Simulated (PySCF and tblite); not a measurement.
Results of a calculation; reference values are marked as such.
4 constitutional isomers of C₄H₅N:

```json
{"isomer": "A", "SMILES": "[cH:1]1[cH:2][cH:3][nH:4][cH:5]1"}
{"isomer": "B", "SMILES": "[H]/[N:1]=[CH:2]/[CH:3]1[CH:4]=[CH:5]1"}
{"isomer": "C", "SMILES": "[CH:1]1=[CH:2][CH2:3][N:4]=[CH:5]1"}
{"isomer": "D", "SMILES": "[CH:1]1=[CH:2][N:3]=[CH:4][CH2:5]1"}
```

Protocol: conformer search, at most 6 conformers an isomer, GFN2-xTB geometries, energies PBE0/def2-TZVP (IEF-PCM, chloroform) (D3(BJ) added where defined), weights at 298.15 K with GFN2-xTB thermal terms. Programs: PySCF with density fitting and tblite.

Q: Rank the isomers by free energy at 298.15 K.

A: 
```
isomer  ΔG (kcal/mol)  ΔE, lowest conformer  conformers  largest weight %  rms dipole (D)
     A            0.0                   0.0           1               100            2.44
     C           16.4                  17.8           1               100            2.58
     D           17.9                  19.6           1               100            3.15
     B           64.0                  68.2           1               100            3.07
```

The search found a single conformer for at least one isomer; other rotamers may be missing.
